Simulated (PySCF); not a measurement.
CH3O, SMILES [CH2]O, multiplicity 2. Atoms are numbered in the order given.

```xyz
5

C     -0.6398     0.2295     0.1011
O      0.5984    -0.3200    -0.0623
H     -1.4477    -0.4706    -0.0414
H     -0.7726     1.2891    -0.0744
H      1.2722     0.3647     0.0076
```
Charge 0, spin multiplicity 2.

The structure is a stationary point at B3LYP-D3(BJ)/def2-TZVP. The isomer is the one that the SMILES or the coordinates give; other isomers of the formula were not compared.

These are B3LYP/pcH-1 (PySCF) values and carry that method's errors.

Unrestricted Kohn–Sham, ⟨S²⟩ = 0.753. Hyperfine tensors hold the contact and dipolar terms, without spin-orbit corrections.

Question: Estimate the hyperfine couplings. (The exact figures need the calculation; the answer reports its results.)

Answer: 
```csv
nucleus,A(iso) (MHz),A(iso) (G),dipolar principal values (MHz)
13C no. 1,142.0,50.7,"-76.5, -75.1, 151.6"
17O no. 2,-22.7,-8.1,"-75.6, 36.4, 39.2"
1H no. 3,-47.6,-17.0,"-35.2, -1.8, 36.9"
1H no. 4,-39.4,-14.0,"-35.4, -1.2, 36.6"
1H no. 5,-12.5,-4.5,"-15.4, -10.0, 25.5"
```

Question: And the g tensor (effective nuclear charges for spin-orbit coupling, GIAO)? (The exact figures need the calculation; the answer reports its results.)

Answer: principal values 2.0021, 2.0034, 2.0047; isotropic 2.0034.
